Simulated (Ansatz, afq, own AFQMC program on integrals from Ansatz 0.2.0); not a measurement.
**GeH⁺, triplet: AFQMC among the cluster methods**

| atom | x (Å) | y (Å) | z (Å) |
| --- | --- | --- | --- |
| Ge | 0.0000 | 0.0000 | 0.0000 |
| H | 0.0000 | 0.0000 | 1.5886 |

Basis cc-pVTZ. Noble-gas cores (and the filled d shells of Ga–Kr and In–Xe) are frozen. AFQMC by an in-house program on the Cholesky factors that Ansatz 0.2.0 writes for its CCSD(T) run. The CISD trial takes its coefficients from CCSD amplitudes. Released means that phaseless walkers are propagated on without the constraint, phases kept. ± is one standard error of the sampling. No spin–orbit coupling.

Determinant: UHF, the one that the program's search chose, which needn't be the lowest solution. The geometry is a PBE0/def2-TZVP stationary point of this or a neighbouring charge and spin state.

Full CI on the same integrals is exact in this basis and with this determinant's frozen core.

Cautions: no relativity below Rb; no spin-orbit coupling; inner d shell frozen; another spin lies lower (by 2.31 eV).

The T1 diagnostic is 0.0212. The weight of the determinant in the CISD state is 0.948. The ⟨S²⟩ of the determinant is 2.024 and the size of the correlated space is 4 electrons in 43 orbitals.

Reference: full CI, correlation energy -1.740 eV. The released energy is read at 2.40 1/Eh (meV from the phaseless value at times in 1/Eh: -1.9 ± 2.0 at 0.24, -3.0 ± 2.3 at 0.51, -1.1 ± 2.1 at 0.99, -1 ± 3 at 1.62, -4.8 ± 2.5 at 2.40).

```
         level  E − E(reference) (kJ/mol)  share of correlation (%)
            HF                      167.9                      0.00
           MP2                       46.2                     72.50
          CCSD                        5.2                     96.93
       CCSD(T)                        1.3                     99.24
         CCSDT                        0.1                     99.96
      CCSDT(Q)                        0.0                     99.99
 ph-AFQMC/CISD                  0.3 ± 0.2                     99.84
released AFQMC                 -0.2 ± 0.2                    100.12
```

CCSDT and higher add their correlation energy to the determinant of the CCSD(T) run, since their own runs factorise the integrals more tightly (a shift of under 2 meV). Released energies are given only where the last usable release times agree within the noise; a slower fall can still hide under it.
